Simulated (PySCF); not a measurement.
Atom-mapped SMILES (the numbers label the heavy atoms): `[NH3+:1][BH2-:2][Cl:3]` (H(Xn): hydrogen on atom n).

Geometry: PBE0-D3(BJ)/def2-SVP; GIAO absolute shieldings from PySCF 2.14, gas phase, non-relativistic, averaged over equivalent atoms.

At PBE0/pcSseg-1 (83 basis functions, 3.8 s wall time on 1 thread of an Arm Neoverse V1, shared host):
| atoms | σ (ppm) |
| --- | --- |
| N1 | 207.4 |
| B2 | 111.9 |
| Cl3 | 976.6 |
| H(B2) | 28.03 |
| H(N1) | 28.52 |

Predict the values at CAM-B3LYP/pcSseg-2 on the same geometry.

Answers


| atoms | σ at CAM-B3LYP/pcSseg-2 | change |
| --- | --- | --- |
| N1 | 207.0 | -0.4 |
| B2 | 108.0 | -3.9 |
| Cl3 | 963.3 | -13.3 |
| H(B2) | 28.21 | +0.18 |
| H(N1) | 28.41 | -0.11 |

The largest change is at Cl3 (chlorine bonded to B). Cost: 185 basis functions, 11 s wall time on 1 thread of an Arm Neoverse V1, shared host.
